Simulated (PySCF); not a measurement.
Molecule: SMILES F[SiH2][SiH3], FH5Si2.

Molfile (atoms numbered from 1):
```
FH5Si2
     RDKit          3D

  8  7  0  0  0  0  0  0  0  0999 V2000
    1.8748    0.2089    1.3190 F   0  0  0  0  0  0  0  0  0  0  0  0
    1.2134   -0.0082   -0.1580 Si  0  0  0  0  0  4  0  0  0  0  0  0
   -1.1162    0.1077    0.0536 Si  0  0  0  0  0  4  0  0  0  0  0  0
    1.6506   -1.3397   -0.6728 H   0  0  0  0  0  0  0  0  0  0  0  0
    1.7343    1.0600   -1.0617 H   0  0  0  0  0  0  0  0  0  0  0  0
   -1.5207    1.4450    0.5828 H   0  0  0  0  0  0  0  0  0  0  0  0
   -1.6030   -0.9576    0.9811 H   0  0  0  0  0  0  0  0  0  0  0  0
   -1.7359   -0.0941   -1.2934 H   0  0  0  0  0  0  0  0  0  0  0  0
  1  2  1  0
  2  3  1  0
  2  4  1  0
  2  5  1  0
  3  6  1  0
  3  7  1  0
  3  8  1  0
M  END
```

Geometry PBE0-D3(BJ)/def2-SVP throughout; GIAO in PySCF, gas phase, one conformer, non-relativistic; equivalent atoms averaged; functional PBE0.

Problem. How do the shifts δ (against CFCl3, TMS at the same level) depend on the basis set? (ppm; last column core-seconds on shared hosts with different chips, so compare them loosely)

Solution. 
```csv
basis set,functions,F1,Si2,Si3,H4/H5,H6/H7/H8,core-s
STO-3G,28,-244.6,-20.7,-92.0,2.42,1.54,1.5
6-31G,45,-302.2,47.2,-81.9,5.61,3.24,2.4
pcSseg-0,45,-312.3,-11.0,-167.6,6.01,3.41,2.1
6-31G*,60,-229.6,36.9,-71.6,5.94,3.64,3
def2-SVP,75,-210.0,5.7,-101.8,5.63,3.53,3.1
cc-pVDZ,75,-231.3,13.3,-89.9,5.63,3.49,3.3
pcSseg-1,90,-250.8,10.6,-108.4,5.63,3.53,3.7
aug-cc-pVDZ,122,-237.7,12.7,-102.1,5.89,3.71,5.7
"6-311+G(2d,p)",127,-244.9,7.1,-109.1,5.96,3.82,6.3
def2-TZVP,135,-232.8,4.6,-112.8,5.95,3.81,7.4
cc-pVTZ,168,-235.9,5.9,-108.6,5.75,3.60,8.9
IGLO-III,173,-240.7,4.2,-110.6,5.88,3.74,8.2
pcSseg-2,192,-239.4,3.6,-112.4,5.73,3.59,8.5
```

Problem. Which nucleus moves most, in ppm?

Solution. F1 (fluorine bonded to Si): from -312.3 ppm with pcSseg-0 to -210.0 ppm with def2-SVP. The smallest spread is 2.28 ppm, at H6/H7/H8.

Problem. Taking the largest basis, pcSseg-2 (192 functions), as the yardstick, rank the others by their worst heavy-atom deviation.

Solution. IGLO-III 1.8 ppm (173 functions), cc-pVTZ 3.8 ppm (168 functions), 6-311+G(2d,p) 5.5 ppm (127 functions), def2-TZVP 6.6 ppm (135 functions), aug-cc-pVDZ 10.3 ppm (122 functions), pcSseg-1 11.5 ppm (90 functions), cc-pVDZ 22.5 ppm (75 functions), STO-3G 24.3 ppm (28 functions), def2-SVP 29.4 ppm (75 functions), 6-31G* 40.8 ppm (60 functions), 6-31G 62.9 ppm (45 functions), pcSseg-0 72.9 ppm (45 functions).

A small basis that lands close on one nucleus may do so by chance; judge by the trend and by all nuclei.
